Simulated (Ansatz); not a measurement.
**CH₄Si (triplet): wave-function methods side by side at distance C1–H5 along a hydrogen transfer = 1.143 Å, cc-pVDZ**

How much of the correlation energy of CH₄Si (triplet) does each wave-function method recover here?

Method: cc-pVDZ, core rule «outside noble gas», up to 6 orbitals frozen; program: Ansatz 0.2.0, Gaussian basis.

To be run: UHF; CCSD(T) on ROHF; CCSD(T) on UHF; BCCD(T) on ROHF; CISD; CCSDT(Q) on ROHF; CCSDT(Q) on UHF; CASSCF and MRCISD+Q, 4 electrons in 4 orbitals; CASSCF and NEVPT2, 4 electrons in 4 orbitals.

7 further runs of the same task are left out: 1 for a mislabelled method, 4 that didn't finish, 2 set aside as unsound or not needed.

**1. What is computed**

The geometry derives from fragments relaxed apart (PBE0/def2-TZVP) and kept rigid, so it is no stationary point. A hydrogen atom is moved between rigid fragments.

6 atoms, charge 0, spin multiplicity 3.

Atoms are counted from 1 here; the program's logs count them from 0.

Bond lengths: C1–H2 1.090 Å, C1–H3 1.090 Å, C1–H4 1.090 Å, C1–H5 1.143 Å. Angles: H2–C1–H3 109.5°, H2–C1–H4 109.5°, H2–C1–H5 109.5°, H3–C1–H4 109.5°, H3–C1–H5 109.5°, H4–C1–H5 109.5°.

**2. UHF**

Input file in.yaml:

```yaml
crystal:
  periodic: [false, false, false]
  atoms:
    - {symbol: C, position_ang: [-1.850760, 0.000000, 0.000000]}
    - {symbol: H, position_ang: [-2.213966, 1.027301, 0.000000]}
    - {symbol: H, position_ang: [-2.213966, -0.513650, 0.889668]}
    - {symbol: H, position_ang: [-2.213966, -0.513650, -0.889669]}
    - {symbol: H, position_ang: [-0.707760, 0.000000, 0.000000]}
    - {symbol: Si, position_ang: [1.055240, 0.000000, 0.000000]}
basis:
  gaussian: {orbitals: cc-pVDZ}
magnetization: {spin_polarized: true, initial_magnetization: 2}
hamiltonian: {xc: hf}
output: {orbitals: {seedname: orbitals}}
```

Run with:

```console
$ ansatz run in.yaml --threads 1 --pin off --events-out ev --progress --plain --max-ram 2393MiB
```

Further steps of the session: CCSD(T) on ROHF; CCSD(T) on UHF; BCCD(T) on ROHF; CISD; CCSDT(Q) on ROHF; CCSDT(Q) on UHF; CASSCF and MRCISD+Q, 4 electrons in 4 orbitals; CASSCF and NEVPT2, 4 electrons in 4 orbitals.

Q: Predict the results of all the runs planned. Wanted: UCCSDT(Q) below the RHF energy; RMP2 from UCCSDT(Q); UMP2 from UCCSDT(Q); RCCSD from UCCSDT(Q); RCCSD(T) from UCCSDT(Q); UCCSD(T) from UCCSDT(Q); RCCSDT(Q) from UCCSDT(Q); MRCISD+Q pair from UCCSDT(Q); T1 diagnostic.

The runs gave:

| quantity | value |
| --- | --- |
| UCCSDT(Q) below the RHF energy | -7.2879 eV |
| RMP2 from UCCSDT(Q) | +30.12 kcal/mol |
| UMP2 from UCCSDT(Q) | +30.25 kcal/mol |
| RCCSD from UCCSDT(Q) | +4.74 kcal/mol |
| RCCSD(T) from UCCSDT(Q) | +0.76 kcal/mol |
| UCCSD(T) from UCCSDT(Q) | +0.75 kcal/mol |
| RCCSDT(Q) from UCCSDT(Q) | +0.01 kcal/mol |
| MRCISD+Q pair from UCCSDT(Q) | +1.11 kcal/mol |
| levels within 1 kcal/mol (43 meV) | RCCSD(T), UCCSD(T), BCCD(T), RCCSDT, UCCSDT, RCCSDT(Q) |
| T1 diagnostic | 0.016 |

**Reading.** RCCSD(T) lands +0.76 kcal/mol from the yardstick (0.5 % of the correlation energy). These misses are within one basis, not against nature; the frozen cores of restricted and unrestricted runs differ, which can shift their rows.
